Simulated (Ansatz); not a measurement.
# AlNH₅+: single points off equilibrium

One table from this session's results is given with a row withheld; the runs are named, their logs left out.

Computed with Ansatz 0.2.0, Gaussian basis. Level: single points in def2-TZVPP.

Correlated methods freeze the cores. B3LYP uses VWN-RPA correlation.

## Starting geometry

SMILES `[NH3+][AlH2]`, 7 atoms, charge 1, spin multiplicity 1.

Atoms are counted from 1 here; the program's logs count them from 0.

Bond lengths: N1–Al2 1.969 Å, N1–H3 0.970 Å, N1–H4 1.008 Å, N1–H5 0.971 Å, Al2–H6 1.475 Å, Al2–H7 1.508 Å. Angles: Al2–N1–H3 110.0°, Al2–N1–H4 112.5°, Al2–N1–H5 112.7°, H3–N1–H4 106.9°, H3–N1–H5 108.7°, H4–N1–H5 105.7°, N1–Al2–H6 114.6°, N1–Al2–H7 112.3°, H6–Al2–H7 133.1°.

Geometry (Å):

```xyz
7
AlH5N
N    -0.26100   -0.79760   -0.19430
Al    0.32220    1.02730    0.26180
H     0.41000   -1.23350   -0.74320
H    -1.12100   -0.80820   -0.72030
H    -0.42680   -1.34570    0.59010
H    -0.64070    1.79510    1.07380
H     1.68480    1.34890   -0.29890
```

The first run:

The input, run/in.yaml:

```yaml
crystal:
  periodic: [false, false, false]
  atoms:
    - {symbol: N, position_ang: [-0.261000, -0.797600, -0.194300]}
    - {symbol: Al, position_ang: [0.322200, 1.027300, 0.261800]}
    - {symbol: H, position_ang: [0.410000, -1.233500, -0.743200]}
    - {symbol: H, position_ang: [-1.121000, -0.808200, -0.720300]}
    - {symbol: H, position_ang: [-0.426800, -1.345700, 0.590100]}
    - {symbol: H, position_ang: [-0.640700, 1.795100, 1.073800]}
    - {symbol: H, position_ang: [1.684800, 1.348900, -0.298900]}
basis:
  gaussian: {orbitals: def2-TZVPP}
total_charge: 1
correlation: {method: ccsd_t}
output: {forces: true}
```

No record of the launch command was kept for these runs.

Steps of the session up to this table: CCSD(T)/def2-TZVPP; PBE0-D4/def2-TZVPP; wB97M-V/def2-TZVPP; r2SCAN-D4/def2-TZVPP; PBE-D4/def2-TZVPP; B3LYP-D4/def2-TZVPP; LC-wPBE/def2-TZVPP.

One of the session's tables, all rows but one given; the rest of the session is left out.

```
   method  RMS force component (eV/Å)  angle to CCSD(T) forces (°)
  CCSD(T)                       1.034                    reference
  PBE0-D4                       1.040                          2.0
  wB97M-V                       1.013                          2.3
r2SCAN-D4                           ?                            ?
   PBE-D4                       1.153                          4.3
 B3LYP-D4                       1.027                          1.3
  LC-wPBE                       1.042                          1.6
```

Q: Estimate the row for r2SCAN-D4 from the others.

As computed: RMS force component (eV/Å): 1.041; angle to CCSD(T) forces (°): 1.6. In the column «RMS force component (eV/Å)» it lies between PBE0-D4 (1.040) and LC-wPBE (1.042).
